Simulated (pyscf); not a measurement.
Homolytic dissociation enthalpies at 298 K of Ga–Ge, Ga–Si, In–Si bonds in 7 gas-phase molecules, in kcal/mol. Optimised with ωB97X-D3(BJ)/def2-SVP in PySCF. Both columns use the same structures and thermal terms. Rows were drawn at random from the closed-shell molecules with such a bond whose radicals are computed, keep their shape and have no isomer in the data more than 5 kcal/mol lower.

```json
[
 {"row": "1", "molecule": "HO–SiH₂–In(Cl)–Cl", "radicals": "HO–SiH₂• + [Cl–In–Cl]•", "PBE/def2-TZVP": "54.8", "ωB97M-D3(BJ)/def2-TZVP": "60.5"},
 {"row": "2", "molecule": "H₃Si–GaH–AsH₂", "radicals": "SiH₃• + [HGa–AsH₂]•", "PBE/def2-TZVP": "62.9", "ωB97M-D3(BJ)/def2-TZVP": "66.1"},
 {"row": "3", "molecule": "HO–SiH₂–In(F)–F", "radicals": "HO–SiH₂• + [F–In–F]•", "PBE/def2-TZVP": "55.6", "ωB97M-D3(BJ)/def2-TZVP": "61.8"},
 {"row": "4", "molecule": "H₂P–GeH₂–GaH₂", "radicals": "H₂P–GeH₂• + GaH₂•", "PBE/def2-TZVP": "61.6", "ωB97M-D3(BJ)/def2-TZVP": "62.8"},
 {"row": "5", "molecule": "H₃Si–GaH–PH–GaH₂", "radicals": "SiH₃• + [HGa–PH–GaH₂]•", "PBE/def2-TZVP": "62.9", "ωB97M-D3(BJ)/def2-TZVP": "67.0"},
 {"row": "6", "molecule": "H₃Si–InH–AsH₂", "radicals": "SiH₃• + [H₂As–InH]•", "PBE/def2-TZVP": "55.8", "ωB97M-D3(BJ)/def2-TZVP": "?"},
 {"row": "7", "molecule": "HO–SiH₂–Ga(Cl)–Cl", "radicals": "HO–SiH₂• + [Cl–Ga–Cl]•", "PBE/def2-TZVP": "61.3", "ωB97M-D3(BJ)/def2-TZVP": "66.7"}
]
```

Question: Fit a line that carries the PBE values to the last column and predict row 6.

Answer: In the 6 complete rows the last column lies 1.2 to 6.2 kcal/mol from PBE (mean 4.3, median 4.8). Least squares gives y = 24.6 + 0.66·x with residuals of 1.3 kcal/mol (root mean square). For row 6: 24.6 + 0.66 × 55.8 = 61.4 kcal/mol. The computed value is 60.0 kcal/mol, 1.4 under the line. Elements up to Kr have no core potential and no relativistic terms here. Elements past Kr carry the def2 core potentials, without spin-orbit coupling.
